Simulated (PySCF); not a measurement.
C5H6N (doublet state).
Z-matrix (Å and degrees, GFN2-xTB geometry), rows numbered from 1:
```
C 
N   1  1.2055
C   2  1.3000  1  159.92
C   3  1.3800  2  123.96  1   -89.58
C   4  1.4140  3  122.87  2  -175.30
C   5  1.3447  4  124.19  3  -179.57
H   1  1.0765  2  125.46  3   177.86
H   3  1.0836  2  115.53  1    96.01
H   4  1.0806  3  118.65  2     5.20
H   5  1.0834  4  116.56  3     0.44
H   6  1.0768  5  121.35  4    -0.08
H   6  1.0751  5  121.80  4  -179.92
```

The hyperfine couplings belong to this conformer and change with its torsions.

Identity: `[H]/[C]=N/C=C/C=C` [radical].

Method used: UKS B3LYP, pcH-1 on C H N, non-relativistic, mean-field spin-orbit, GIAO (PySCF 2.14.0). Geometry: GFN2-xTB, one conformer, isolated molecule. A GFN2-xTB geometry isn't a minimum of the functional, and hyperfine couplings can be far from their values at a DFT geometry. The frame is twisted about the N2–C3 bond at this geometry (dihedral C1–N2–C3–C4 = -90°); couplings at other torsion angles weren't computed. Stability of the SCF solution: not tested. ⟨S²⟩ is 0.789 where a pure state has 0.75.

(1) What is the g tensor, term by term?

(2) Average each term over the three axes. Which is largest in size?

(3) What effective moment and Curie constant follow for a powder?

(4) In a frozen sample, at which fields do the three g values resonate at 9.5, 34, 94 and 263 GHz (hyperfine left aside), and which band first spreads them over more than twice a line width of 1.0 mT?

Answers

(1) 
```tsv
Δg (ppm)	1	2	3
relativistic mass correction	-162	-162	-162
gauge correction	35	6	0
orbital Zeeman/spin–orbit	-2266	-7	815
total	-2392	-163	654
```

So g = 1.99993, 2.00216, 2.00297 and g_iso = 2.00169; the tensor is rhombic: the two nearest values differ by 27 % of g3 − g1. Axes: g1 points within 6° of the C4–C5 bond.

(2) The orbital-Zeeman/spin–orbit term -486, the mass correction -162 and the gauge correction 14 ppm, for a total of -634 ppm. The orbital-Zeeman/spin–orbit term is the largest in size. The mass correction is the same along every axis, so the anisotropy comes from the other two: their spans along these axes are 35 (gauge) and 3081 ppm (orbital Zeeman/spin–orbit).

(3) With the mean of g² = 4.0067 and S(S+1) = 0.75: μ_eff = √(⟨g²⟩S(S+1)) = 1.734 μB and χT = 0.12505·⟨g²⟩·S(S+1) = 0.376 cm³ K/mol (cgs; spin-Hamiltonian part alone).

(4) 
```json
{"band": "X", "GHz": "9.5", "B(g3) mT": "338.87", "B(g2) mT": "339.01", "B(g1) mT": "339.39", "spread mT": "0.52"}
{"band": "Q", "GHz": "34.0", "B(g3) mT": "1212.81", "B(g2) mT": "1213.30", "B(g1) mT": "1214.66", "spread mT": "1.85"}
{"band": "W", "GHz": "94.0", "B(g3) mT": "3353.06", "B(g2) mT": "3354.43", "B(g1) mT": "3358.17", "spread mT": "5.11"}
{"band": "J", "GHz": "263.0", "B(g3) mT": "9381.43", "B(g2) mT": "9385.26", "B(g1) mT": "9395.72", "spread mT": "14.29"}
```

The spread grows in proportion to the frequency. W band is the first where it exceeds 2.0 mT.

Largest spin populations (Mulliken): C1 (+0.44), C4 (+0.39), C6 (+0.34) and C3 (-0.18). The positive populations add up to 1.39 and the negative ones to -0.39, together 2S = 1.

The HOMO–LUMO gaps are 3.88 eV among the α and 3.91 eV among the β orbitals.

Hardware: one thread, Intel Xeon Platinum 8259CL at 2.50 GHz (x86_64), on a shared host. Cost: 48 s wall (with the writing of density and orbital grids), 0.79 GiB resident at most.
